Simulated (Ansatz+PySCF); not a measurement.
Values are calculated unless marked as measured or tabulated.
Input for PySCF 2.14.0:

```python
from pyscf import gto, scf, mp

mol = gto.M(atom="""
C 0.000530 0.008030 -0.528740
O 0.008020 0.005960 0.672900
H -0.007460 -0.947820 -1.118950
H -0.007670 0.950460 -1.126920
""", basis='def2-svp', charge=0, spin=0)
mf = scf.UHF(mol)
mf.kernel()
pt = mp.MP2(mf, frozen=2).run()
print(mf.e_tot, pt.e_corr, pt.e_tot)
```

The script is written out from the run's settings.

The run gave:

| Quantity | Value |
| --- | --- |
| Converged | yes |
| Reference energy | -113.77823 hartree |
| Correlation energy | -0.31642 hartree |
| Total energy | -114.09465 hartree |
